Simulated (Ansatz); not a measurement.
CH₆Si₂, SMILES `C1[SiH2][SiH2]1`, relaxed with RKS PBE0-D4/def2-TZVP in Ansatz from a PBE-D4/def2-SVP geometry. The force threshold is 0.005 eV/Å; the program also tests the step.

Charge 0, multiplicity 1.

Start:

```xyz
9

C     0.407    0.814    0.423
Si   -0.134   -0.999    0.758
Si   -0.310    0.116   -1.217
H    -0.182    1.605    0.922
H     1.488    1.040    0.454
H    -1.306   -1.185    1.675
H     0.969   -1.986    0.994
H     0.674   -0.113   -2.325
H    -1.606    0.708   -1.684
```

| step | energy (eV) | largest force (eV/Å) | largest move (Å) |
| --- | --- | --- | --- |
| 1 | -16881.7895 | 0.518 | 0.000 |
| 2 | -16881.8207 | 0.146 | 0.021 |
| 3 | -16881.8243 | 0.021 | 0.011 |
| 4 | -16881.8244 | 0.011 | 0.003 |
| 5 (rejected) | -16881.8244 | 0.012 | 0.006 |
| 6 | -16881.8244 | 0.005 | 0.003 |
| 7 | -16881.8244 | 0.001 | 0.005 |

End:

```xyz
9

C     0.399    0.802    0.417
Si   -0.131   -0.989    0.748
Si   -0.305    0.112   -1.204
H    -0.171    1.587    0.910
H     1.466    1.015    0.442
H    -1.294   -1.172    1.649
H     0.960   -1.958    1.004
H     0.664   -0.092   -2.305
H    -1.589    0.695   -1.661
```

Run time 18 s (2 threads of an AMD EPYC 7B13 on a shared host); peak host memory 0.3 GiB.
